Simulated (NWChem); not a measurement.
# One shape, several levels: H3O+ (oxonium)

We compute a comparison of 3 runs (B3LYP/aug-cc-pVTZ, M06-2X/aug-cc-pVTZ, PBE0/aug-cc-pVTZ) of H3O+ (oxonium). 

The calculation is run with NWChem 7.3.0.

## (1) The structure to begin with

The species is H3O+ (4 atoms), meant as a singlet with charge +1. As SMILES, `[OH3+]`. One bond was lengthened or shortened from a relaxed shape.

Bond lengths: O1–H2 0.978 Å, O1–H3 1.125 Å, O1–H4 0.978 Å. Angles: H2–O1–H3 113.0°, H2–O1–H4 113.0°, H3–O1–H4 113.0°.

## (2) The energy at B3LYP/aug-cc-pVTZ (run 1)

File run.py:

```python
from ase import Atoms
from ase.calculators.nwchem import NWChem

molecule = Atoms('OHHH', positions=[
    [0.270577, -0.009973, 0.054407],
    [0.307667, 0.965167, 0.122307],
    [-0.408890, -0.368290, -0.767380],
    [0.096467, -0.446723, 0.912187],
])

calc = NWChem(
    label='mymol',
    theory='dft',
    memory='2200 mb',
    basis='aug-cc-pVTZ',
    basispar='spherical bse',
    charge=1,
    dft={'xc': 'b3lyp', 'mult': '1', 'grid': 'fine', 'convergence': 'energy 1e-08', 'iterations': '100', 'mulliken': None},
    task='energy',
)
molecule.calc = calc

print("Total energy (eV):", round(molecule.get_potential_energy(), 6))
print("dipole (e A):", molecule.get_dipole_moment().round(4))
```

Command:

```console
export ASE_NWCHEM_COMMAND="nwchem PREFIX.nwi > PREFIX.nwo"
python run.py
```

The program printed:

```text
Total energy (eV): -2087.811215
dipole (e A): [-0.1077  0.0613  0.0808]
```

The calculator wrote mymol.nwi:

```
title "mymol"

permanent_dir mymol

scratch_dir mymol

start mymol

geometry units angstrom nocenter noautosym noautoz
  O  2.7057700000000001e-01 -9.9729999999999992e-03 5.4406999999999997e-02
  H  3.0766700000000002e-01 9.6516700000000000e-01 1.2230700000000000e-01
  H  -4.0888999999999998e-01 -3.6829000000000001e-01 -7.6737999999999995e-01
  H  9.6466999999999997e-02 -4.4672299999999998e-01 9.1218699999999997e-01
end

charge 1

memory 2200 mb

basis spherical bse noprint
   * library aug-cc-pVTZ
end

dft
  xc b3lyp
  mult 1
  grid fine
  convergence energy 1e-08
  iterations 100
  mulliken
end

task dft energy
```

mymol.nwo:

```text
Northwest Computational Chemistry Package (NWChem) 7.3.0
             --------------------------------------------------------

           Job information
           ---------------

    nwchem branch   = 7.3.0
    use scalapack   = T
    input           = mymol.nwi
    prefix          = mymol.
    data base       = mymol/mymol.db
    status          = startup
    nproc           =        1

           Memory information
           ------------------

    heap     =     72089596 doubles =      550.0 Mbytes
    stack    =     72089601 doubles =      550.0 Mbytes
    global   =    144179200 doubles =     1100.0 Mbytes (distinct from heap & stack)
    total    =    288358397 doubles =     2200.0 Mbytes
    verify   = yes
    hardfail = no

[... 85 lines left out ...]
  convergence criterion.
[... 18 lines left out ...]
          Convergence on density requested:  1.00D-05
[... 24 lines left out ...]
          Convergence Information
[... 59 lines left out ...]
   convergence    iter        energy       DeltaE   RMS-Dens  Diis-err    time
[... 13 lines left out ...]
           Coulomb energy =       46.896632342782
[... 7 lines left out ...]
                       DFT Final Molecular Orbital Analysis
[... 831 lines left out ...]
 center of mass
 --------------
 x =   0.42955286 y =  -0.00081361 z =   0.11321823

 moments of inertia (a.u.)
 ------------------
           9.657866210344          -1.308118268969          -1.497340824573
          -1.308118268969           6.741650512102           0.053821546085
          -1.497340824573           0.053821546085           6.213181150282

     Multipole analysis of the density
     ---------------------------------

     L   x y z        total         alpha         beta         nuclear
     -   - - -        -----         -----         ----         -------
     0   0 0 0      1.000000     -5.000000     -5.000000     11.000000

     1   1 0 0     -0.203531     -2.142537     -2.142537      4.081544
[... 8 lines of this table left out ...]
     2   0 0 2     -1.756228     -3.484272     -3.484272      5.212315

 Task  times  cpu:       24.0s     wall:       24.0s
 Total times  cpu:       24.0s     wall:       24.0s
```

Wall time 26 s (1 thread of Intel Xeon Platinum 8259CL at 2.50GHz (Skylake/Cascade Lake), shared host); peak memory 0.12 GiB.

## (3) The energy at M06-2X/aug-cc-pVTZ (run 2)

File h3o.nw:

```
start h3o
title "H3O energy"
memory total 2200 mb
charge 1

geometry noautosym nocenter noautoz
  O      0.270577    -0.009973     0.054407
  H      0.307667     0.965167     0.122307
  H     -0.408890    -0.368290    -0.767380
  H      0.096467    -0.446723     0.912187
end

basis spherical bse
  * library aug-cc-pVTZ
end

dft
  xc m06-2x
  mult 1
  grid fine
  convergence energy 1e-08
  iterations 100
  mulliken
end

task dft energy
```

Command:

```console
nwchem h3o.nw > h3o.out
```

The program printed:

```text
[...]
          Wavefunction type:  closed shell.
          No. of atoms     :     4
          No. of electrons :    10
[...]
          Charge           :     1
          Spin multiplicity:     1
[...]
          AO basis - number of functions:   115
[...]
              XC Information
              --------------
                       M06-2X Method XC Functional
                     Hartree-Fock (Exact) Exchange  0.540
                        M06-2X Exchange Functional  1.000
                      M06-2X Correlation Potential  1.000
[...]
 d= 0,ls=0.0,diis     1    -76.3601765457 -8.97D+01  1.12D-02  4.60D+00     3.8
[...]
 d= 0,ls=0.0,diis     8    -76.6889108797 -7.49D-10  2.84D-07  1.57D-10    24.6
         Total DFT energy =      -76.688910879660
      One electron energy =     -127.577958992010
           Coulomb energy =       46.874337220115
    Exchange-Corr. energy =       -9.331342437294
 Nuclear repulsion energy =       13.346053329528
[...]
      Total Density - Mulliken Population Analysis
     ---------------------------------------------
    Atom       Charge   Shell Charges
 -----------   ------   -------------------------------------------------------
    1 O    8     8.11   1.95  0.24  0.97  0.58  0.05  1.31  2.13  0.84  0.02  0.00  0.01 -0.00  0.00 -0.00
    2 H    1     0.66   0.23  0.36 -0.02 -0.00  0.02  0.05  0.01  0.01  0.02
    3 H    1     0.56   0.17  0.30  0.01 -0.00  0.01  0.05  0.00  0.00  0.01
    4 H    1     0.66   0.23  0.36 -0.02 -0.00  0.02  0.05  0.01  0.01  0.02
[...]
```

Wall time 26 s (1 thread of Intel Xeon Platinum 8259CL at 2.50GHz (Skylake/Cascade Lake), shared host); peak memory 0.12 GiB.

## (4) A single-point energy at PBE0/aug-cc-pVTZ (run 3)

File run.py:

```python
from ase import Atoms
from ase.calculators.nwchem import NWChem

system = Atoms('OHHH', positions=[
    [0.270577, -0.009973, 0.054407],
    [0.307667, 0.965167, 0.122307],
    [-0.408890, -0.368290, -0.767380],
    [0.096467, -0.446723, 0.912187],
])

calc = NWChem(
    label='h3o',
    theory='dft',
    memory='2200 mb',
    basis='aug-cc-pVTZ',
    basispar='spherical bse',
    charge=1,
    dft={'xc': 'pbe0', 'mult': '1', 'grid': 'fine', 'convergence': 'energy 1e-08', 'iterations': '100', 'mulliken': None},
    task='energy',
)
system.calc = calc

print("Total energy (eV):", round(system.get_potential_energy(), 6))
print("dipole (e A):", system.get_dipole_moment().round(4))
```

Command:

```console
export ASE_NWCHEM_COMMAND="nwchem PREFIX.nwi > PREFIX.nwo"
python run.py
```

The program printed:

```text
Total energy (eV): -2085.522584
dipole (e A): [-0.1081  0.0609  0.0799]
```

The calculator wrote h3o.nwi:

```
title "h3o"

permanent_dir h3o

scratch_dir h3o

start h3o

geometry units angstrom nocenter noautosym noautoz
  O  2.7057700000000001e-01 -9.9729999999999992e-03 5.4406999999999997e-02
  H  3.0766700000000002e-01 9.6516700000000000e-01 1.2230700000000000e-01
  H  -4.0888999999999998e-01 -3.6829000000000001e-01 -7.6737999999999995e-01
  H  9.6466999999999997e-02 -4.4672299999999998e-01 9.1218699999999997e-01
end

charge 1

memory 2200 mb

basis spherical bse noprint
   * library aug-cc-pVTZ
end

dft
  xc pbe0
  mult 1
  grid fine
  convergence energy 1e-08
  iterations 100
  mulliken
end

task dft energy
```

h3o.nwo:

```text
Northwest Computational Chemistry Package (NWChem) 7.3.0
             --------------------------------------------------------

           Job information
           ---------------

    nwchem branch   = 7.3.0
    use scalapack   = T
    input           = h3o.nwi
    prefix          = h3o.
    data base       = h3o/h3o.db
    status          = startup
    nproc           =        1

           Memory information
           ------------------

    heap     =     72089596 doubles =      550.0 Mbytes
    stack    =     72089601 doubles =      550.0 Mbytes
    global   =    144179200 doubles =     1100.0 Mbytes (distinct from heap & stack)
    total    =    288358397 doubles =     2200.0 Mbytes
    verify   = yes
    hardfail = no

[... 85 lines left out ...]
  convergence criterion.
[... 18 lines left out ...]
          Convergence on density requested:  1.00D-05
[... 23 lines left out ...]
          Convergence Information
[... 59 lines left out ...]
   convergence    iter        energy       DeltaE   RMS-Dens  Diis-err    time
[... 9 lines left out ...]
           Coulomb energy =       46.878598616188
[... 7 lines left out ...]
                       DFT Final Molecular Orbital Analysis
[... 831 lines left out ...]
 center of mass
 --------------
 x =   0.42955286 y =  -0.00081361 z =   0.11321823

 moments of inertia (a.u.)
 ------------------
           9.657866210344          -1.308118268969          -1.497340824573
          -1.308118268969           6.741650512102           0.053821546085
          -1.497340824573           0.053821546085           6.213181150282

     Multipole analysis of the density
     ---------------------------------

     L   x y z        total         alpha         beta         nuclear
     -   - - -        -----         -----         ----         -------
     0   0 0 0      1.000000     -5.000000     -5.000000     11.000000

     1   1 0 0     -0.204300     -2.142922     -2.142922      4.081544
[... 8 lines of this table left out ...]
     2   0 0 2     -1.718082     -3.465198     -3.465198      5.212315

 Task  times  cpu:       26.1s     wall:       26.1s
 Total times  cpu:       26.2s     wall:       26.2s
```

Wall time 29 s (1 thread of Intel Xeon Platinum 8259CL at 2.50GHz (Skylake/Cascade Lake), shared host); peak memory 0.12 GiB.

## (5) Overview of the runs

```
run               level  energy (Eh)  HOMO energy (eV)  LUMO energy (eV)  HOMO–LUMO gap (eV)  wall time
  1   B3LYP/aug-cc-pVTZ   -76.725648            -19.95             -8.31               11.64       26 s
  2  M06-2X/aug-cc-pVTZ   -76.688911            -22.23             -7.08               15.15       26 s
  3    PBE0/aug-cc-pVTZ   -76.641542            -20.26             -7.82               12.44       29 s
```

## (6) Summary of results

```
            quantity         value
 run 3: total energy  -76.64154 Eh
  run 3: HOMO energy     -20.26 eV
  run 3: LUMO energy      -7.82 eV
run 3: HOMO–LUMO gap      12.44 eV
```

In words: The HOMO–LUMO gap runs from 11.64 eV (B3LYP/aug-cc-pVTZ) to 15.15 eV (M06-2X/aug-cc-pVTZ). Totals of different functionals can't be ranked against each other. All runs together took 81 s, the longest 29 s.
